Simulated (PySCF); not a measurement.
**SO, CCSD: how much the basis matters**

PySCF, UHF reference; triplet, unpaired electrons π ↑↑; De to S + O without counterpoise correction. Frozen cores follow the default of each basis and core potential.

```
      basis     relativity  functions  Re (Å)  ωe (cm⁻¹)  De (eV)  frozen orbitals
      3-21G  no relativity         22   1.636        944     2.88                6
 6-31G(d,p)  no relativity         32   1.513       1142     4.26                6
6-311G(d,p)  no relativity         44   1.501       1144     4.10                6
```

Q: How does each smaller set differ from the one with most functions, 6-311G(d,p)?

A: 3-21G: +13.5 pm, -17.5 % in ωe, -1.22 eV in De; 6-31G(d,p): +1.2 pm, -0.2 % in ωe, +0.16 eV in De. All at CCSD; the set with most functions is neither the basis-set limit nor always the best.

Measured (Huber and Herzberg, Constants of Diatomic Molecules (1979)): Re = 1.481087 Å, ωe = 1149.22 cm⁻¹. Correlated steps freeze 6 core orbitals. Correlated levels converge slowly with the basis: in double zeta they bind strong bonds too weakly, by up to about 1 eV, and carry superposition errors of some tenths. 3-21G is very small, so such numbers show the basis as much as the molecule. The state is the lowest determinant that a PBE0 search found; another state may lie lower at other levels.
